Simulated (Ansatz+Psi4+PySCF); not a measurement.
Results of a calculation; reference values are marked as such.
This Psi4 input gave a total energy of -40.16532 hartree.

```
molecule {
0 1
C 0.000000 0.000000 0.000000
H 1.887350 1.887350 1.887350
H -0.629120 -0.629120 0.629120
H 0.629120 -0.629120 -0.629120
H -0.629120 0.629120 -0.629120
}

set basis cc-pVTZ
set reference rhf
set scf_type pk
set mp2_type conv
set cc_type conv
set num_frozen_docc 1
energy('mp2')
```

Task: Write an input for Ansatz with the same method and basis set.

Result:

```yaml
crystal:
  periodic: [false, false, false]
  atoms:
    - { symbol: C, position_ang: [0.0, 0.0, 0.0] }
    - { symbol: H, position_ang: [1.88735, 1.88735, 1.88735] }
    - { symbol: H, position_ang: [-0.62912, -0.62912, 0.62912] }
    - { symbol: H, position_ang: [0.62912, -0.62912, -0.62912] }
    - { symbol: H, position_ang: [-0.62912, 0.62912, -0.62912] }
basis:
  gaussian: { orbitals: cc-pVTZ }
hamiltonian:
  xc: hf
correlation:
  method: mp2
  frozen_orbitals: { C: 1, H: 0 }
scf:
  omitted_lower_state_checks: [stability, starts, atomic_configurations, cluster_reference, orbital_swaps, given_window_search, neighbouring_geometries, increment]
```

Ansatz (development build ahead of 0.2.0) gave -40.16532 hartree, 0.03 meV from the first. Caution: large amplitudes, a single reference is doubtful; an unrestricted determinant lies well below.
